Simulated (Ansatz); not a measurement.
P4 was relaxed with B3LYP-D4 (def2-TZVP) in Ansatz in these states: neutral quintet, neutral singlet, neutral triplet. The geometries follow in no particular order.

A:

```xyz
4

P     0.662   -1.173    0.077
P    -0.518    0.144   -1.237
P     0.852    1.015    0.251
P    -0.997    0.014    0.909
```

B:

```xyz
4

P     1.461   -0.073    0.708
P    -1.573   -0.204    0.356
P     0.135   -0.953   -0.808
P    -0.024    1.230   -0.256
```

C:

Cartesian coordinates in Å:
```
P 0.1396 -1.6514 0.2335
P 1.2040 1.7057 0.5602
P -0.5105 0.3789 0.5917
P -0.8330 -0.4332 -1.3854
```

Q: Judge from the bond lengths which geometry belongs to which state (an estimate).

A: A is the neutral singlet (P2–P4 2.203 Å, P1–P2 2.203 Å, P3–P4 2.203 Å); B is the neutral triplet (P2–P4 2.198 Å, P1–P2 3.057 Å, P3–P4 2.256 Å); C is the neutral quintet (P2–P4 3.537 Å, P1–P2 3.537 Å, P3–P4 2.162 Å).

At PBE0-D4/def2-TZVP a singlet lies 2.06 eV below the neutral triplet. At PBE0-D4/def2-TZVP a singlet lies 4.03 eV below the neutral quintet. These are the stationary points nearest to one start from a short search; other shapes may lie lower in each state.
